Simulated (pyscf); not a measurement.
Four-centre exchange: F–BH–F + ammonia (NH₃) → H₂N–B(F)–F + hydrogen (H₂)

Gas phase, singlet surface, charge 0. Bonds broken: B2–H4, N5–H6. Bonds formed: B2–N5, H4–H6. Single points on ωB97X-D3(BJ)/def2-SVP structures (PySCF, gas phase).

Transition state (Å):

```xyz
8

F     -0.1211    -0.3684     1.0764
B     -0.8508    -0.3689    -0.0636
F     -1.5409    -1.4879    -0.3858
H     -1.8405     0.6758     0.0982
N     -0.1522     0.3224    -1.2699
H     -1.2188     0.9130    -0.6877
H      0.7869     0.6775    -1.1042
H     -0.2453    -0.1400    -2.1715
```

One imaginary mode, 1513i cm⁻¹; descent along it reached the two sides named, in the forms told below.

| bond | change | reactant side (Å) | saddle | product side |
|---|---|---|---|---|
| B2–H4 | breaks | 1.225 | 1.448 | 3.1 |
| N5–H6 | breaks | 1.020 | 1.351 | 3.1 |
| B2–N5 | forms | 1.709 | 1.556 | 1.400 |
| H4–H6 | forms | 2.452 | 1.030 | 0.760 |

Electronic energies relative to the separated reactants (eV):

```json
[
 {"level": "ωB97X-D3(BJ)/def2-TZVP", "barrier": "0.99", "reaction energy": "-0.96", "reverse barrier": "1.95"},
 {"level": "PBE/def2-TZVP", "barrier": "0.73", "reaction energy": "-0.95", "reverse barrier": "1.68"},
 {"level": "r²SCAN/def2-TZVP", "barrier": "0.77", "reaction energy": "-1.04", "reverse barrier": "1.81"},
 {"level": "B3LYP-D3(BJ)/def2-TZVP", "barrier": "1.00", "reaction energy": "-0.98", "reverse barrier": "1.98"},
 {"level": "PBE0-D3(BJ)/def2-TZVP", "barrier": "0.78", "reaction energy": "-0.98", "reverse barrier": "1.77"},
 {"level": "M06-2X/def2-TZVP", "barrier": "0.95", "reaction energy": "-1.07", "reverse barrier": "2.02"},
 {"level": "ωB97M-D3(BJ)/def2-TZVP", "barrier": "0.97", "reaction energy": "-0.97", "reverse barrier": "1.94"},
 {"level": "HF/def2-TZVP", "barrier": "1.74", "reaction energy": "-0.89", "reverse barrier": "2.63"}
]
```

With ωB97M-D3(BJ)/def2-TZVP energies and thermal terms (ideal gas, 1 atm, RRHO with modes under 100 cm⁻¹ raised to 100, one conformer, R ln 2 for chiral ones without a mode under 150 cm⁻¹), in eV:

| T (K) | ΔH‡ | ΔG‡ | ΔH | ΔG |
|---|---|---|---|---|
| 298 | 0.89 | 1.36 | -1.11 | -1.00 |
| 600 | 0.89 | 1.84 | -1.05 | -0.92 |
| 900 | 0.93 | 2.30 | -1.00 | -0.86 |
| 1200 | 0.97 | 2.76 | -0.97 | -0.82 |

On the reactant side the descent ends in an adduct with a B–N contact, 0.79 eV under the separated species and 1.79 eV under the saddle at ωB97X-D3(BJ)/def2-TZVP. What is counted as formed (B–N) is already present as a longer contact in the reactant adduct; forming that adduct is a step of its own. At the saddle there is also a short B–H contact that neither side keeps. The same reactants have a lower exit, to HF + H₂N–BH–F (barrier +0.71 eV at ωB97M-D3(BJ)/def2-TZVP, against +0.97 eV here). This is the saddle that the search found; another between the same sides may lie lower.
